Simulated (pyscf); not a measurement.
Structures and frequencies: ωB97X-D3(BJ)/def2-SVP in PySCF.

SMILES: [SiH3][SiH]([SiH3])Cl
```xyz
11

Si    -1.5088    -0.5156    -2.4668
Si    -0.7268     1.3248    -1.2721
Si     1.5389     1.1449    -0.7618
Cl    -0.9187     2.9754    -2.5367
H     -2.9284    -0.3064    -2.8708
H     -0.6622    -0.6800    -3.6836
H     -1.4050    -1.7472    -1.6284
H     -1.5459     1.5735    -0.0517
H      2.0230     2.3901    -0.1006
H      2.2898     0.9295    -2.0322
H      1.7648    -0.0210     0.1437
```

Problem. How much does it cost (ΔH, 298 K, ωB97M-D3(BJ)/def2-TZVP) to split `[SiH3][SiH]([SiH3])[Cl]` at its Si–Si bond into SiH₃• + H₃Si–SiH•–Cl?

Solution. Si–Si to SiH₃• + H₃Si–SiH•–Cl: 309.9 kJ/mol. The 7 functionals that were run give +283.4 (r²SCAN) to +329.5 kJ/mol (ωB97X-D3(BJ)). Other isomers of H₃Si–SiH•–Cl were not searched in full and may lie lower.
